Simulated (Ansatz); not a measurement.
## Which is lower?

Two relaxed structures of AlSiH₃S, closed shell (PBE0-D4/def2-TZVP; forces vanish, vibrations not checked).

A:

Al1  (0.981, -0.014, 1.033)
Si2  (-0.729, 0.194, -0.518)
S3  (0.712, -1.470, -0.554)
H4  (-2.127, -0.271, -0.319)
H5  (-0.671, 1.022, -1.751)
H6  (1.981, 0.185, 2.230)
(Å)

B:

```xyz
6
angstrom
Al -1.0926 0.7123 -0.6079
Si 1.0189 0.1493 0.5784
S -0.7246 0.3695 1.6533
H -1.7093 -0.5110 -1.3951
H -1.1639 2.2218 -1.0692
H 2.1190 -0.1850 1.5465
```

Computed with Ansatz 0.2.0 (basis: def2-TZVPP); correlated methods freeze the cores. B3LYP uses VWN-RPA correlation.

Q: Which structure is lower at CCSD(T), and by how much? (Judge from chemistry; the value comes from the calculation.)

A: Computed: A, by 12.34 kcal/mol (electronic energy, against the other). By their contacts, A is AlSiH₃S ([AlH]1[SiH2][S]1) and B is AlSiH₃S ([AlH2]1[SiH][S]1).

All methods give the same order:

```tsv
method	E(B) − E(A) (kcal/mol)
PBE-D4	12.88
r2SCAN-D4	14.48
PBE0-D4	14.50
B3LYP-D4	11.71
wB97M-V	11.82
HF	13.99
MP2	13.84
CCSD	12.78
CCSD(T)	12.34
```

T1 diagnostic: at most 0.018.

Labels in which every atom is bracketed show which atoms are joined, not bond orders.

For scale, one of the runs: CCSD(T)/def2-TZVPP, 168 basis functions, launched by `ansatz run in.yaml --threads 2 --pin off --events-out ev --progress --plain --max-ram 4352MiB`. The run took 17 s on 2 CPU threads of an Arm Neoverse V2 (shared host), with 1.1 GiB of host memory at its peak.
